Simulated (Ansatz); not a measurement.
# CCSD(T) against full CI for several species

Each species is computed at the geometry given (Å), with frozen cores, in Ansatz 0.2.0: RHF-CCSD(T) for singlets, UHF-CCSD(T) otherwise, and full CI in the same basis. The program picks the determinant by trial CCSD, so it needn't be the lowest Hartree–Fock solution. States: Be2⁻ Πu, AsH4⁺ A1, SiC⁺ Σ⁻ or Δ. Cases whose determinant has another symmetry than full CI's state, or whose (Q) step broke down, weren't drawn. No relativity is included.

Judging by size, spin and bonding and the diagnostics given, rank them by the size of CCSD(T)'s error in total energy against full CI in the same basis, smallest first (an estimate).
A. Be2⁻, doublet, aug-cc-pVDZ: Be 0.000 0.000 0.000; Be 0.000 0.000 4.859. T1 0.096, (T) -46 meV in a correlation energy of -2.61 eV
B. AsH$_{4}$⁺, singlet, 6-31G: As 0.000 0.000 0.000; H 0.859 0.862 0.860; H -0.863 -0.858 0.861; H -0.858 0.859 -0.864; H 0.862 -0.863 -0.857. T1 0.005, (T) -27 meV in a correlation energy of -2.51 eV
C. GaO⁺, singlet, 6-31G: O 0.000 0.000 0.000; Ga 0.000 0.000 1.671. T1 0.076, (T) -257 meV in a correlation energy of -5.45 eV
D. SiC⁺, quartet, cc-pVDZ: Si 0.000 0.000 0.000; C 0.000 0.000 1.837. T1 0.053, (T) -163 meV in a correlation energy of -4.15 eV

B (8.5 meV), A (26.1 meV), C (39.0 meV), D (64.9 meV).

| species | basis | correlated electrons | CCSD(T) − full CI (meV) | CCSDT(Q) − full CI (meV) | unpaired electrons (full CI) | T1 | ⟨S²⟩ of the determinant |
| --- | --- | --- | --- | --- | --- | --- | --- |
| AsH4⁺, singlet | 6-31G | 8 | 8.5 | 0.1 | 0.03 | 0.005 | 0.00 |
| Be2⁻, doublet | aug-cc-pVDZ | 5 | 26.1 | 0.8 | 1.31 | 0.096 | 0.96 |
| GaO⁺, singlet | 6-31G | 8 | 39.0 | -35.8 | 0.35 | 0.076 | 0.00 |
| SiC⁺, quartet | cc-pVDZ | 7 | 64.9 | -1.2 | 3.09 | 0.053 | 3.75 |

Unpaired electrons are Σ n²(2−n)² over natural occupations; an open shell counts its own unpaired electrons too. Frozen cores follow each run's orbitals, which moves totals by a few meV.
